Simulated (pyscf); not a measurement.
Thermochemistry of product channels of O=AsH + AsH₃ on the singlet surface, in kcal/mol, from ωB97M-D3(BJ)/def2-TZVP energies (ideal gas, 1 atm, RRHO with modes under 100 cm⁻¹ raised to 100, one conformer, R ln 2 for rigid chiral ones). Optimised with ωB97X-D3(BJ)/def2-SVP in PySCF.

| products | ΔE | ΔH(298 K) | ΔG(298 K) | ΔG(900 K) |
|---|---|---|---|---|
| O=As–AsH₂ + hydrogen (H₂) | [?] | -7.4 | -5.9 | -4.6 |
| H₂As–O–AsH₂ | [?] | -32.1 | -21.0 | +0.8 |
| HO–AsH–AsH₂ | -46.1 | -42.2 | -32.3 | [?] |

Problem. Some entries are withheld; supply them.

Solution. 
- O=As–AsH₂ + hydrogen (H₂), ΔE: -6.7
- H₂As–O–AsH₂, ΔE: -34.4
- HO–AsH–AsH₂, ΔG(900 K): -13.6

The channel to H₂As–O–AsH₂ turns unfavourable between 298 and 1200 K (ΔG from -21.0 kcal/mol to +11.0 kcal/mol).

These are energies of the channels, which say nothing of barriers. O=AsH lies 7.5 kcal/mol over its isomer HO–As: [triplet], and others may lie lower still (electronic energy, ωB97M-D3(BJ)). O=As–AsH₂ lies 18.7 kcal/mol over its isomer HO–As=AsH, and others may lie lower still (electronic energy, ωB97M-D3(BJ)). Elements up to Kr have no core potential and no relativistic terms here.
